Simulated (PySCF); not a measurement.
CCl₄, optimised at HF/6-31G*:

```xyz
5

C     -0.0149     0.0093    -0.0167
Cl    -0.0154     0.7063    -1.6398
Cl    -0.0215    -1.7533    -0.1328
Cl     1.4310     0.5368     0.8502
Cl    -1.4536     0.5473     0.8557
```

Energies from PySCF (xtb for GFN2), thermal terms from the rigid-rotor harmonic-oscillator model, ideal gas at 1 bar. 6-31G* has spherical d functions here. All species are closed-shell singlets. B3LYP is the form with VWN-RPA correlation.

Q: List the harmonic frequencies (cm⁻¹, unscaled) at this level and at the other levels, each on its own geometry.

A: 
- HF/6-31G*: 242, 242, 346, 346, 346, 498, 897, 897, 897
- B3LYP/6-31G*: 217, 217, 314, 314, 314, 449, 748, 748, 748
- GFN2-xTB: 188, 188, 271, 271, 271, 442, 639, 639, 639
- PBE/def2-SVP: 206, 206, 305, 305, 305, 446, 729, 729, 729
- PBE0/def2-TZVP: 217, 217, 316, 316, 316, 470, 789, 789, 790
